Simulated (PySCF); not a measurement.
Reading a saddle point

A first-order saddle point of BNH3F, singlet, PBE0-D4/def2-TZVP, with one imaginary mode of 1301i cm⁻¹:

B1  (0.151, 0.295, 0.312)
H2  (1.355, -0.283, -0.209)
N3  (-0.813, -0.308, -0.364)
H4  (0.589, -0.638, -0.620)
F5  (0.535, 1.163, 1.225)
H6  (-1.816, -0.229, -0.344)
(Å)

Program: PySCF 2.14 with density fitting (its default auxiliary sets; JK sets also for MP2 and CCSD(T)). Basis: def2-TZVPP and def2-QZVPP. Cores are frozen in the correlated methods. Extrapolation: Hartree–Fock as exp(−7.88 √X), correlation as X^−2.97.

(1) Which contacts change along the imaginary mode, and what lies on either side? (A judgement: the text doesn't fix the answer.)

(2) Which side is lower, and how far does the saddle lie above each? (To be estimated.)

No T1 diagnostic of these runs exceeds 0.017.

Results:

(1) By the calculation: The step is BNH₃F ([NH2][BH][F]) → BNHF ([NH][B][F]) + H₂, with the molecules in contact on both sides. Shortening one way: H2–H4; lengthening the same way: B1–H2, N3–H4.
```tsv
pair	one side (Å)	saddle (Å)	other side (Å)
H2–H4	2.56	0.94	0.75
B1–H2	1.20	1.43	3.17
N3–H4	1.00	1.46	3.32
```

(2) By the calculation: The side with B1–H2, N3–H4 short is lower by 2.249 eV; the saddle lies 3.547 eV above it and 1.298 eV above the other (CCSD(T) at an estimated basis limit (MP2 extrapolated from triple and quadruple zeta, plus CCSD(T) − MP2 in triple zeta); electronic energies).

Labels in which every atom is bracketed show which atoms are joined, not bond orders.

For scale, one of the runs: CCSD(T)/def2-TZVPP, 135 basis functions, launched by `OMP_NUM_THREADS=4 python run.py`. Hardware: 4 CPU threads of an Arm Neoverse V2, shared host. Wall time 73 s; peak host memory 0.74 GiB.
